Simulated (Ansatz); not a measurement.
The same path of CH4 + CH4Mg (11 atoms, charge 0, multiplicity 1) was run 3 times with different band settings. Lost on the way: Mg1–H2, H4–C5. Made: Mg1–C5, H2–H4.

Method: RKS B3LYP/def2-SVP in Ansatz 0.2.0.

Relaxed end points:

```xyz
11
Properties=species:S:1:pos:R:3
Mg 1.441 -0.561 -0.668
H 1.392 -0.750 -2.360
C 1.625 -0.370 1.417
H -1.318 0.237 -1.670
C -1.885 0.534 -0.774
H 2.299 -1.136 1.842
H 2.039 0.613 1.707
H 0.655 -0.473 1.935
H -1.396 1.386 -0.280
H -2.899 0.829 -1.080
H -1.952 -0.309 -0.070
```

```xyz
11
Properties=species:S:1:pos:R:3
Mg -0.141 0.157 0.454
H 1.060 -0.882 -2.135
C 1.687 -0.284 1.398
H 0.349 -0.664 -2.300
C -1.999 0.627 -0.414
H 2.172 -1.182 0.973
H 2.414 0.543 1.306
H 1.559 -0.474 2.480
H -2.711 1.050 0.318
H -1.902 1.370 -1.226
H -2.489 -0.261 -0.854
```

Common settings: spring 5.0 eV/Å²; optimiser quadratic models (default); force threshold 0.03 eV/Å; iteration limit 60; end points relaxed.

| run | movable images | climbing image | start path |
| --- | --- | --- | --- |
| 1 | 9 | yes | through a guess of the saddle point |
| 2 | 9 | yes | straight line |
| 3 | 3 | no | through a guess of the saddle point |

(1) What does each run give, and how far can it be trusted?

Results:

(1) Run 1: converged after 15 iterations, highest image 1.657 eV above the first end. A vibrational analysis at the climbing image gives one clearly imaginary mode, 1345i cm⁻¹: a first-order saddle point.
Run 2: converged after 19 iterations, highest image 1.657 eV above the first end. Another band between the same ends (9 images) ends at a top of the same energy, where a vibrational analysis finds 1 clearly imaginary mode.
Run 3: converged after 16 iterations, highest image 0.653 eV above the first end. No image climbed, so the highest image needn't sit at the top of the path. A band with more images between the same ends climbed to 1.66 eV, so this one has probably stepped over the top. So few images can step over the top or miss a turn of the path.
The orbitals stay closed-shell, which can raise the energy where a bond breaks towards radicals; this wasn't checked here.
